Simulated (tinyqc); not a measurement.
UKS/BP86 in the sto-3g basis, for NH, spin multiplicity 3, step by step (part 2 of 2). Computed by tinyqc, a small Python program that keeps every step (integrals from PySCF). Command: `OMP_NUM_THREADS=1 python tinyqc.py 26727 26728 out.jsonl` (the two numbers bound the seeds that draw the settings). One thread of a shared host (Intel(R) Xeon(R) Processor @ 2.60GHz), about 2 s of CPU time with the checks.

Geometry (angstrom):

| atom | x | y | z |
|---|---|---|---|
| N | 0.00000 | 0.00000 | 0.00000 |
| H | 0.00000 | 0.00000 | 1.69700 |

## Iteration 2: diagonalisation and new density

extrapolated F(alpha) (hartree):
```
            1N 1s     1N 2s    1N 2px    1N 2py    1N 2pz     2H 1s
1N 1s   -13.54459  -3.50671   0.00000   0.00000   0.00074  -0.18677
1N 2s    -3.50671  -1.36703   0.00000   0.00000  -0.01700  -0.18257
1N 2px    0.00000   0.00000  -0.03425   0.00000   0.00000   0.00000
1N 2py    0.00000   0.00000   0.00000  -0.03425   0.00000   0.00000
1N 2pz    0.00074  -0.01700   0.00000   0.00000   0.00676  -0.11958
2H 1s    -0.18677  -0.18257   0.00000   0.00000  -0.11958  -0.11537
```

extrapolated F(beta) (hartree):
```
            1N 1s     1N 2s   1N 2px   1N 2py    1N 2pz     2H 1s
1N 1s   -13.51929  -3.48646  0.00000  0.00000   0.00050  -0.18580
1N 2s    -3.48646  -1.24970  0.00000  0.00000  -0.01956  -0.17415
1N 2px    0.00000   0.00000  0.11775  0.00000   0.00000   0.00000
1N 2py    0.00000   0.00000  0.00000  0.11775   0.00000   0.00000
1N 2pz    0.00050  -0.01956  0.00000  0.00000   0.05501  -0.11675
2H 1s    -0.18580  -0.17415  0.00000  0.00000  -0.11675  -0.11957
```

X:
```
               1         2        3         4         5        6
1N 1s   -0.54406   0.59720  0.00000   0.00000  -0.49268  0.40508
1N 2s    0.76533  -0.34931  0.00000   0.00000  -0.30673  0.54084
1N 2px   0.00000   0.00000  0.04363   0.99905   0.00000  0.00000
1N 2py   0.00000   0.00000  0.99905  -0.04363   0.00000  0.00000
1N 2pz   0.39869   0.66302  0.00000   0.00000   0.60424  0.27717
2H 1s   -0.64891  -0.50533  0.00000   0.00000   0.42257  0.46854
```

Diagonalise F' = X^T F X, C = X C', fill 5 alpha and 3 beta electrons from the bottom; D(s) = C_occ C_occ^T. Each column has its largest component positive (the first on a tie).

F' = X^T F X (alpha) (hartree):
```
          1         2         3         4         5         6
1  -1.83650   2.58047   0.00000   0.00000  -2.63096   2.48697
2   2.58047  -3.42401   0.00000   0.00000   3.82006  -3.58505
3   0.00000   0.00000  -0.03425   0.00000   0.00000   0.00000
4   0.00000   0.00000   0.00000  -0.03425   0.00000   0.00000
5  -2.63096   3.82006   0.00000   0.00000  -4.42451   4.22217
6   2.48697  -3.58505   0.00000   0.00000   4.22217  -4.38321
```

orbital energies (alpha) (hartree): MO1 -13.55317, MO2 -0.49325, MO3 -0.13166, MO4 -0.03425, MO5 -0.03425, MO6 0.10986

coefficients C (alpha):
```
             MO1       MO2       MO3       MO4      MO5       MO6
1N 1s    0.99343  -0.26009   0.06309   0.00000  0.00000  -0.03091
1N 2s    0.02673   0.99415  -0.28485   0.00000  0.00000   0.15541
1N 2px   0.00000   0.00000   0.00000   1.00000  0.00138   0.00000
1N 2py   0.00000   0.00000   0.00000  -0.00138  1.00000   0.00000
1N 2pz   0.00054   0.04043   0.49383   0.00000  0.00000   0.89161
2H 1s   -0.00304   0.13074   0.77898   0.00000  0.00000  -0.67128
```

F' = X^T F X (beta) (hartree):
```
          1         2        3        4         5         6
1  -1.78184   2.56120  0.00000  0.00000  -2.64010   2.53537
2   2.56120  -3.38750  0.00000  0.00000   3.84672  -3.59146
3   0.00000   0.00000  0.11775  0.00000   0.00000   0.00000
4   0.00000   0.00000  0.00000  0.11775   0.00000   0.00000
5  -2.64010   3.84672  0.00000  0.00000  -4.38439   4.19813
6   2.53537  -3.59146  0.00000  0.00000   4.19813  -4.32854
```

orbital energies (beta) (hartree): MO1 -13.52707, MO2 -0.38677, MO3 -0.11374, MO4 0.11775, MO5 0.11775, MO6 0.14533

coefficients C (beta):
```
             MO1       MO2       MO3       MO4      MO5       MO6
1N 1s    0.99378  -0.25087   0.08974   0.00000  0.00000  -0.03000
1N 2s    0.02537   0.95846  -0.39114   0.00000  0.00000   0.14856
1N 2px   0.00000   0.00000   0.00000   0.99993  0.01181   0.00000
1N 2py   0.00000   0.00000   0.00000  -0.01181  0.99993   0.00000
1N 2pz   0.00053   0.06360   0.41204   0.00000  0.00000   0.93094
2H 1s   -0.00288   0.22116   0.81572   0.00000  0.00000  -0.60018
```

D(alpha) after iteration 2:
```
           1N 1s     1N 2s   1N 2px   1N 2py    1N 2pz     2H 1s
1N 1s    1.05852  -0.24998  0.00000  0.00000   0.02118   0.01212
1N 2s   -0.24998   1.07019  0.00000  0.00000  -0.10046  -0.09200
1N 2px   0.00000   0.00000  1.00000  0.00000   0.00000   0.00000
1N 2py   0.00000   0.00000  0.00000  1.00000   0.00000   0.00000
1N 2pz   0.02118  -0.10046  0.00000  0.00000   0.24551   0.38997
2H 1s    0.01212  -0.09200  0.00000  0.00000   0.38997   0.62391
```

D(beta) after iteration 2:
```
           1N 1s     1N 2s   1N 2px   1N 2py    1N 2pz     2H 1s
1N 1s    1.05858  -0.25033  0.00000  0.00000   0.02155   0.01486
1N 2s   -0.25033   1.07227  0.00000  0.00000  -0.10019  -0.10716
1N 2px   0.00000   0.00000  0.00000  0.00000   0.00000   0.00000
1N 2py   0.00000   0.00000  0.00000  0.00000   0.00000   0.00000
1N 2pz   0.02155  -0.10019  0.00000  0.00000   0.17382   0.35018
2H 1s    0.01486  -0.10716  0.00000  0.00000   0.35018   0.71432
```

Within a degenerate level the vectors are fixed only up to a rotation; this is one choice.

## Iteration 12 (converged): orbitals

converged F(alpha) (hartree):
```
            1N 1s     1N 2s    1N 2px    1N 2py    1N 2pz     2H 1s
1N 1s   -13.81341  -3.56574   0.00000   0.00000  -0.00543  -0.18998
1N 2s    -3.56574  -1.51576   0.00000   0.00000  -0.02693  -0.19653
1N 2px    0.00000   0.00000  -0.17577   0.00000   0.00000   0.00000
1N 2py    0.00000   0.00000   0.00000  -0.17577   0.00000   0.00000
1N 2pz   -0.00543  -0.02693   0.00000   0.00000  -0.15626  -0.13146
2H 1s    -0.18998  -0.19653   0.00000   0.00000  -0.13146  -0.11970
```

converged F(beta) (hartree):
```
            1N 1s     1N 2s    1N 2px    1N 2py    1N 2pz     2H 1s
1N 1s   -13.78486  -3.54292   0.00000   0.00000  -0.00484  -0.18883
1N 2s    -3.54292  -1.38002   0.00000   0.00000  -0.02092  -0.18774
1N 2px    0.00000   0.00000  -0.01470   0.00000   0.00000   0.00000
1N 2py    0.00000   0.00000   0.00000  -0.01470   0.00000   0.00000
1N 2pz   -0.00484  -0.02092   0.00000   0.00000  -0.07118  -0.12941
2H 1s    -0.18883  -0.18774   0.00000   0.00000  -0.12941  -0.17634
```

As before.

F' = X^T F X (alpha) (hartree):
```
          1         2         3         4         5         6
1  -1.96739   2.63206   0.00000   0.00000  -2.69884   2.46419
2   2.63206  -3.58149   0.00000   0.00000   3.82198  -3.66308
3   0.00000   0.00000  -0.17577   0.00000   0.00000   0.00000
4   0.00000   0.00000   0.00000  -0.17577   0.00000   0.00000
5  -2.69884   3.82198   0.00000   0.00000  -4.57565   4.28658
6   2.46419  -3.66308   0.00000   0.00000   4.28658  -4.52591
```

orbital energies (alpha) (hartree): MO1 -13.82170, MO2 -0.63421, MO3 -0.21046, MO4 -0.17577, MO5 -0.17577, MO6 0.01594

coefficients C (alpha):
```
             MO1       MO2       MO3       MO4      MO5       MO6
1N 1s    0.99358  -0.26279   0.04249   0.00000  0.00000   0.03771
1N 2s    0.02616   1.00958  -0.19285   0.00000  0.00000  -0.19293
1N 2px   0.00000   0.00000   0.00000   0.92906  0.36992   0.00000
1N 2py   0.00000   0.00000   0.00000  -0.36992  0.92906   0.00000
1N 2pz   0.00102   0.05520   0.76467   0.00000  0.00000  -0.67284
2H 1s   -0.00305   0.07507   0.51211   0.00000  0.00000   0.89812
```

F' = X^T F X (beta) (hartree):
```
          1         2         3         4         5         6
1  -1.91433   2.60448   0.00000   0.00000  -2.68585   2.54312
2   2.60448  -3.54261   0.00000   0.00000   3.87217  -3.65020
3   0.00000   0.00000  -0.01470   0.00000   0.00000   0.00000
4   0.00000   0.00000   0.00000  -0.01470   0.00000   0.00000
5  -2.68585   3.87217   0.00000   0.00000  -4.53239   4.25550
6   2.54312  -3.65020   0.00000   0.00000   4.25550  -4.47007
```

orbital energies (beta) (hartree): MO1 -13.79228, MO2 -0.50660, MO3 -0.19292, MO4 -0.01470, MO5 -0.01470, MO6 0.03240

coefficients C (beta):
```
             MO1       MO2       MO3       MO4      MO5       MO6
1N 1s    0.99397  -0.25585   0.07018   0.00000  0.00000  -0.03356
1N 2s    0.02464   0.98371  -0.31365   0.00000  0.00000   0.16637
1N 2px   0.00000   0.00000   0.00000  -0.01661  0.99986   0.00000
1N 2py   0.00000   0.00000   0.00000   0.99986  0.01661   0.00000
1N 2pz   0.00092   0.05572   0.51839   0.00000  0.00000   0.87672
2H 1s   -0.00286   0.15818   0.75386   0.00000  0.00000  -0.69368
```

D(alpha) after iteration 12:
```
           1N 1s     1N 2s   1N 2px   1N 2py    1N 2pz     2H 1s
1N 1s    1.05806  -0.24751  0.00000  0.00000   0.01899  -0.00100
1N 2s   -0.24751   1.05712  0.00000  0.00000  -0.09170  -0.02305
1N 2px   0.00000   0.00000  1.00000  0.00000   0.00000   0.00000
1N 2py   0.00000   0.00000  0.00000  1.00000   0.00000   0.00000
1N 2pz   0.01899  -0.09170  0.00000  0.00000   0.58777   0.39574
2H 1s   -0.00100  -0.02305  0.00000  0.00000   0.39574   0.26790
```

D(beta) after iteration 12:
```
           1N 1s     1N 2s   1N 2px   1N 2py    1N 2pz     2H 1s
1N 1s    1.05835  -0.24920  0.00000  0.00000   0.02304   0.00959
1N 2s   -0.24920   1.06666  0.00000  0.00000  -0.10775  -0.08092
1N 2px   0.00000   0.00000  0.00000  0.00000   0.00000   0.00000
1N 2py   0.00000   0.00000  0.00000  0.00000   0.00000   0.00000
1N 2pz   0.02304  -0.10775  0.00000  0.00000   0.27184   0.39961
2H 1s    0.00959  -0.08092  0.00000  0.00000   0.39961   0.59334
```

Within a degenerate level the vectors are fixed only up to a rotation; this is one choice.

## Convergence

Stop when the energy changes by less than 1e-08 hartree and every element of the error matrix X^T (F D S - S D F) X (for each spin) is below 3e-05.

Course of the cycle:

| iteration | E (hartree) | change | largest element of the error matrix |
|---|---|---|---|
| 1 | -53.8363879 | - | 1.01e-01 |
| 2 | -53.9085986 | -7.22e-02 | 1.82e-01 |
| 3 | -54.3152215 | -4.07e-01 | 1.13e-01 |
| 4 | -54.1479060 | 1.67e-01 | 1.77e-01 |
| 5 | -54.4021487 | -2.54e-01 | 3.63e-02 |
| 6 | -54.4092266 | -7.08e-03 | 1.28e-02 |
| 7 | -54.4101617 | -9.35e-04 | 7.27e-03 |
| 8 | -54.4101256 | 3.60e-05 | 7.21e-03 |
| 9 | -54.4105083 | -3.83e-04 | 3.94e-04 |
| 10 | -54.4105094 | -1.14e-06 | 4.77e-05 |
| 11 | -54.4105094 | -1.59e-08 | 7.06e-07 |
| 12 | -54.4105094 | -6.08e-12 | 1.76e-08 |

PySCF UKS in the same basis, fine grid, after a stability check = -54.4093038 hartree

Converged in 12 iterations. The coarse grid moves the energy by -1.21e-03 hartree.

## Populations, bond orders and dipole

overlap S:
```
          1N 1s    1N 2s   1N 2px   1N 2py   1N 2pz    2H 1s
1N 1s   1.00000  0.23504  0.00000  0.00000  0.00000  0.01235
1N 2s   0.23504  1.00000  0.00000  0.00000  0.00000  0.17551
1N 2px  0.00000  0.00000  1.00000  0.00000  0.00000  0.00000
1N 2py  0.00000  0.00000  0.00000  1.00000  0.00000  0.00000
1N 2pz  0.00000  0.00000  0.00000  0.00000  1.00000  0.19409
2H 1s   0.01235  0.17551  0.00000  0.00000  0.19409  1.00000
```

Mulliken: Z minus the diagonal of D S on the atom; Loewdin: the same with S^(1/2) D S^(1/2); Mayer order: 2 sum_s sum (D(s) S)_ij (D(s) S)_ji over the two atoms.

Charges (e):

| atom | Mulliken | Loewdin | Mulliken spin |
|---|---|---|---|
| 1N | -0.00253 | 0.00372 | 2.31616 |
| 2H | 0.00253 | -0.00372 | -0.31616 |

Mayer bond orders:

| pair | order |
|---|---|
| 2-1 | 0.90003 |

dipole moment about the origin, x y z (debye): 0.00000  0.00000  0.39548

<S^2> of the determinant (pure state: 2) = 2.09592
